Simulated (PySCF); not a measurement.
Species: CFCl3.
SMILES with atom numbers: `[F:1][C:2]([Cl:3])([Cl:4])[Cl:5]`

Geometry (GFN2-xTB, Å), atoms numbered from 1 in this order:
```xyz
5
CCl3F angstrom
F      0.060   -0.141    1.396
C      0.005   -0.006    0.067
Cl    -0.458    1.661   -0.313
Cl     1.603   -0.371   -0.604
Cl    -1.201   -1.140   -0.563
```

The closed-shell ground state was solved at several levels (PySCF, density fitting, gas phase, non-relativistic).

| level | basis functions | HOMO (eV) | LUMO (eV) | gap (eV) | dipole (D) |
| --- | --- | --- | --- | --- | --- |
| KT3/6-311+G(2d,p) | 159 | -7.89 | -2.72 | 5.17 | 0.35 |
| B97-D/6-311+G(2d,p) | 159 | -7.74 | -2.53 | 5.21 | 0.34 |
| HF/6-311+G(2d,p) | 159 | -12.62 | 1.79 | 14.41 | 0.56 |
| PW91/6-31G* | 82 | -7.64 | -2.36 | 5.28 | 0.10 |
| X3LYP/6-31G* | 82 | -8.84 | -1.39 | 7.45 | 0.21 |
| BLYP/6-311+G(2d,p) | 159 | -7.59 | -2.47 | 5.12 | 0.38 |
| PBE/6-311+G(2d,p) | 159 | -7.73 | -2.56 | 5.17 | 0.34 |
| B3LYP/6-311+G(2d,p) | 159 | -8.91 | -1.81 | 7.10 | 0.44 |
| KT2/6-311+G(2d,p) | 159 | -7.84 | -2.75 | 5.09 | 0.36 |
| BP86/6-311+G(2d,p) | 159 | -7.83 | -2.66 | 5.17 | 0.33 |
| OPBE/6-311+G(2d,p) | 159 | -7.77 | -2.46 | 5.31 | 0.28 |

(1) What might LDA/6-311+G(2d,p) (159 basis functions) give for the same quantities?

(2) Over all these levels, which gives the widest orbital gap and which the narrowest?

(3) In the 6-311+G(2d,p) basis, how does the gap go with the fixed share of exact exchange?

(4) How far do the dipole and the HOMO energy spread over the levels?

Answers

(1) HOMO -7.87 eV, LUMO -2.75 eV, gap 5.12 eV, dipole 0.39 D.

(2) HF/6-311+G(2d,p) (Hartree–Fock, all exact exchange) has the widest, 14.41 eV, and KT2/6-311+G(2d,p) (GGA) the narrowest, 5.09 eV. The two share the basis. From the narrowest to the widest the HOMO moves by -4.78 eV and the LUMO by +4.54 eV.

(3) KT2 (0 %) 5.09 eV; BLYP (0 %) 5.12 eV; LDA (0 %) 5.12 eV; KT3 (0 %) 5.17 eV; PBE (0 %) 5.17 eV; BP86 (0 %) 5.17 eV; B97-D (0 %) 5.21 eV; OPBE (0 %) 5.31 eV; B3LYP (20 %) 7.10 eV; HF (100 %) 14.41 eV. Each rise in the share widens the gap here.

(4) The dipole runs from 0.10 to 0.56 D (mean 0.34 D) and the HOMO from -12.62 to -7.59 eV.
